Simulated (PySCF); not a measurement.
One of the candidates below gave these computed data.

All candidates are C5H11N.

| technique | computed result |
| --- | --- |
| Rotational structure | rotational constants A, B, C: 4.456, 2.886, 2.836 GHz [PBE0-D3(BJ)/def2-SVP] |
| UV, strongest line | among the 6 lowest singlet transitions: S3 at 7.86 eV (158 nm, f = 0.199) [TDDFT CAM-B3LYP/def2-SVPD] |
| Polarisability | 70.4 au [CAM-B3LYP/def2-SVPD] |
| Dipole | 1.53 D [CAM-B3LYP/def2-SVPD] |
| UV, first state | lowest singlet excitation: 4.86 eV (255 nm, f = 0.002) [TDDFT CAM-B3LYP/def2-SVPD] |

Electronic properties: PySCF, gas phase, density fitting. Levels stand in brackets. Geometry: PBE0-D3(BJ)/def2-SVP; no solvent, vibrations or thermal averaging.

Task: Which candidate is it?
A. `NC1CCCC1`
B. `CCN=C(C)C`
C. `C=NC(C)(C)C`

Result: C. It is `C=NC(C)(C)C`. Numbering: `[CH2:1]=[N:2][C:3]([CH3:4])([CH3:5])[CH3:6]`. Its formula, C5H11N, gives 1 degree of unsaturation: 0 rings and 1 π bond in the structure found. The optimised geometry has point group Cs and is an asymmetric top.

The others, at the same levels:
- `CCN=C(C)C` fails: its computed lowest singlet excitation is 5.14 eV (241 nm, f = 0.001) (against 4.86 eV), strongest line among the 6 lowest singlet transitions is S3 at 7.46 eV (166 nm, f = 0.317) (against S3 at 7.86 eV) and static isotropic polarisability is 72.1 au (against 70.4 au).
- `NC1CCCC1` fails: its computed lowest singlet excitation is 6.36 eV (195 nm, f = 0.028) (against 4.86 eV), static isotropic polarisability is 66.8 au (against 70.4 au) and rotational constant A is 6.383 GHz (against 4.456 GHz).

Each candidate is one conformer, not necessarily the lowest. The conformers computed, where there is a choice (atom-mapped SMILES and torsion angles):
- `[CH2:1]=[N:2][C:3]([CH3:4])([CH3:5])[CH3:6]`: C1–N2–C3–C4 -121°
- `[CH3:1][CH2:2][N:3]=[C:4]([CH3:5])[CH3:6]`: C1–C2–N3–C4 180°

The conformers of `NC1CCCC1` aren't listed.
